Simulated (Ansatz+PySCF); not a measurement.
Values are calculated unless marked as measured or tabulated.
Input for PySCF 2.14.0:

```python
from pyscf import gto, dft

mol = gto.M(atom="""
C 0.000000 0.000000 -0.508000
O 0.000000 0.000000 0.781390
H 0.000000 -1.030540 -1.067700
H -0.892470 0.515270 -1.067700
H 0.892470 0.515270 -1.067700
""", basis='def2-svp', charge=-1, spin=0)
mf = dft.UKS(mol, xc='wb97x')
mf.init_guess = 'minao'
mf.kernel()
while True:  # follow internal instabilities
    mo, _, stable, _ = mf.stability(return_status=True)
    if stable: break
    mf.kernel(mf.make_rdm1(mo, mf.mo_occ))
print(mf.converged, mf.e_tot, mf.spin_square()[0])
```

The script is written out from the run's settings.

The run gave:

```
Converged                       : yes
Total energy                    : -114.95322 hartree
Spin squared of the determinant : 0.000
```

Caution: no diffuse functions for an anion.
